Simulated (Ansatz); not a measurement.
# BF₂ radical (SMILES F[B]F): one structure at several levels

The task here is to estimate one member of a computed series from the others.

The runs use Ansatz 0.2.0, Gaussian basis; single points in def2-TZVPP.

Cores are frozen in the correlated methods. Orbitals are unrestricted.

### The system as given

SMILES `F[B]F`, 3 atoms, charge 0, spin multiplicity 2.

Atoms are counted from 1 here; the program's logs count them from 0.

Bond lengths: F1–B2 1.295 Å, B2–F3 1.329 Å. Angles: F1–B2–F3 113.8°.

As a file:

```xyz
3
charge 0, multiplicity 2
F     0.48770   -1.02090    0.12970
B     0.32540    0.26150    0.20010
F    -0.79990    0.69150   -0.36070
```

The first run:

Contents of run/in.yaml:

```yaml
crystal:
  periodic: [false, false, false]
  atoms:
    - {symbol: F, position_ang: [0.487700, -1.020900, 0.129700]}
    - {symbol: B, position_ang: [0.325400, 0.261500, 0.200100]}
    - {symbol: F, position_ang: [-0.799900, 0.691500, -0.360700]}
basis:
  gaussian: {orbitals: def2-TZVPP}
magnetization: {spin_polarized: true, initial_magnetization: 1}
correlation: {method: ccsd_t}
scf: {omitted_lower_state_checks: [cluster_reference]}
output: {forces: true}
```

No record of the launch command was kept for these runs.

Steps of the session up to this table: CCSD(T)/def2-TZVPP; PBE0-D4/def2-TZVPP; wB97M-V/def2-TZVPP; r2SCAN-D4/def2-TZVPP; PBE-D4/def2-TZVPP; SPW92/def2-TZVPP; CAM-B3LYP-D4/def2-TZVPP.

One table of the session follows, with a row left open; its other results are not shown here.

| method | RMS force component (eV/Å) | angle to CCSD(T) forces (°) | dipole (D) |
| --- | --- | --- | --- |
| CCSD(T) | 0.711 | reference | 0.64 |
| PBE0-D4 | ? | ? | ? |
| wB97M-V | 0.685 | 2.2 | 0.60 |
| r2SCAN-D4 | 0.677 | 1.3 | 0.57 |
| PBE-D4 | 0.718 | 19.5 | 0.45 |
| SPW92 | 0.689 | 16.2 | 0.45 |
| CAM-B3LYP-D4 | 0.707 | 12.7 | 0.66 |

Q: Estimate the row for PBE0-D4 from the others.

**Answer.** RMS force component (eV/Å): 0.708; angle to CCSD(T) forces (°): 11.6; dipole (D): 0.61. In the column «RMS force component (eV/Å)» it lies between CAM-B3LYP-D4 (0.707) and CCSD(T) (0.711).
